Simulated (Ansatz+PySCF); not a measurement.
A calculation with Ansatz (development build ahead of 0.2.0).

```yaml
crystal:
  periodic: [false, false, false]
  atoms:
    - { symbol: "N", position_ang: [0.0, 0.0, 0.0] }
    - { symbol: H, position_ang: [0.59448, 0.59448, 0.59448] }
    - { symbol: H, position_ang: [0.59448, -0.59448, -0.59448] }
    - { symbol: H, position_ang: [-0.59448, 0.59448, -0.59448] }
    - { symbol: H, position_ang: [-0.59448, -0.59448, 0.59448] }
    - { symbol: F, position_ang: [10.0, 0.0, 0.0] }
basis:
  gaussian: { orbitals: cc-pVDZ }
hamiltonian:
  xc: pbe
output:
  forces: true
```

The input is written out in the form of the current development build from the run's settings.

Results

| Quantity | Value |
| --- | --- |
| Converged | yes |
| Total energy | -156.63366 hartree |
| Spin squared of the determinant | 0.000 |
| Stability test | minimum among restricted orbitals |

Forces (eV/Å):
```csv
atom,Fx,Fy,Fz
N1,0.056,0.000,0.000
H2,0.652,0.637,0.637
H3,0.652,-0.637,-0.637
H4,-0.662,0.668,-0.668
H5,-0.662,-0.668,0.668
F6,-0.037,0.000,0.000
```

Caution: charge can spread falsely over distant fragments.
